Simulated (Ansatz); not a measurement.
What does this script print? It uses the Ansatz DFT code, driven from Python.

The script, `conformers_c5h6o.py`:
```python
import ansatz as az
from rdkit import Chem
from rdkit.Chem import AllChem

BASIS = "6-31G*"
LEVEL = "mp2"


def main() -> None:
    rd = Chem.AddHs(Chem.MolFromSmiles("C#CCOC=C"))
    ids = list(AllChem.EmbedMultipleConfs(rd, numConfs=20, randomSeed=739, pruneRmsThresh=0.4))
    field = [energy for _, energy in AllChem.MMFFOptimizeMoleculeConfs(rd)]
    distinct = {round(e, 2): i for i, e in zip(ids, field)}
    chosen = sorted(distinct.items())[:4]
    found = []
    for force_field, index in chosen:
        molecule = az.Crystal.molecule()
        for atom, xyz in zip(rd.GetAtoms(), rd.GetConformer(index).GetPositions()):
            molecule = molecule.atom(atom.GetSymbol(), xyz.round(5).tolist())
        job = (
            molecule.calculation()
            .basis(gaussian=BASIS)
            .correlation(LEVEL, electrons="valence")
        )
        found.append(job.run(threads=1).report["free_energy_ev"])
    print("conformer   MMFF (kcal/mol)   this level (kJ/mol)")
    for (force_field, index), e in zip(chosen, found):
        print(f"{index:9d} {force_field - chosen[0][0]:17.2f} {96.485332 * (e - min(found)):17.3f}")


if __name__ == "__main__":
    main()
```

```console
$ python conformers_c5h6o.py
conformer   MMFF (kcal/mol)   this level (kJ/mol)
        0              0.00             0.000
        2              2.27            11.514
```

What to keep in mind:
- These settings explore the input space; basis and method may be short of convergence.
- The conformers keep their force-field geometries.
- Timing: 13 s on 1 thread of AMD EPYC 7571 (shared host), peak memory 0.31 GiB.
